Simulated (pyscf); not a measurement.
Addition across a multiple bond or ene-type step: F–Mo(F)(F)(F)=S + H₂O → HO–Mo(F)(F)(F)(F)–SH

Gas phase, singlet surface, charge 0. Bonds broken: O7–H8. Bonds formed: S1–H8, Mo2–O7. Single points on ωB97X-D3(BJ)/def2-SVP structures (PySCF, gas phase).

Transition state (Å):

```xyz
9

S      1.1130     0.3226     1.9358
Mo     0.0544    -0.1228     0.0396
F      0.4064     1.4109    -0.9025
F     -1.5599    -0.0830    -0.8758
F      1.5751    -0.7629    -0.7435
F     -0.3603    -1.8897     0.3023
O     -1.2876     0.6718     1.3393
H     -0.3390     0.7692     2.2082
H     -2.2192     0.8128     1.1058
```

One imaginary mode, 1381i cm⁻¹; descent along it reached the two sides named, in the forms told below.

```csv
bond,change,reactant side (Å),saddle,product side
O7–H8,breaks,0.964,1.290,2.170
S1–H8,forms,3.0,1.543,1.346
Mo2–O7,forms,2.205,2.030,1.884
```

Electronic energies relative to the separated reactants (eV):

```
level                   barrier  reaction energy  reverse barrier
----------------------  -------  ---------------  ---------------
ωB97X-D3(BJ)/def2-TZVP     1.31            +0.50             0.81
PBE/def2-TZVP              1.02            +0.43             0.60
r²SCAN/def2-TZVP           1.02            +0.33             0.69
B3LYP-D3(BJ)/def2-TZVP     1.26            +0.51             0.75
PBE0-D3(BJ)/def2-TZVP      1.19            +0.50             0.68
M06-2X/def2-TZVP           1.48            +0.82             0.66
ωB97M-D3(BJ)/def2-TZVP     1.40            +0.63             0.77
HF/def2-TZVP               2.28            +1.10             1.18
```

With ωB97M-D3(BJ)/def2-TZVP energies and thermal terms (ideal gas, 1 atm, RRHO with modes under 100 cm⁻¹ raised to 100, one conformer, R ln 2 for rigid chiral ones), in eV:

```tsv
T (K)	ΔH‡	ΔG‡	ΔH	ΔG
298	1.29	1.74	+0.60	+1.01
600	1.30	2.20	+0.64	+1.41
900	1.34	2.64	+0.70	+1.77
1200	1.38	3.07	+0.76	+2.12
```

On the reactant side the descent ends in an adduct with a Mo–O contact, 0.05 eV under the separated species and 1.36 eV under the saddle at ωB97X-D3(BJ)/def2-TZVP. What is counted as formed (Mo–O) is already present as a longer contact in the reactant adduct; forming that adduct is a step of its own. One saddle was located; it need not be the lowest between these sides. Elements past Kr carry the def2 core potentials, without spin-orbit coupling.
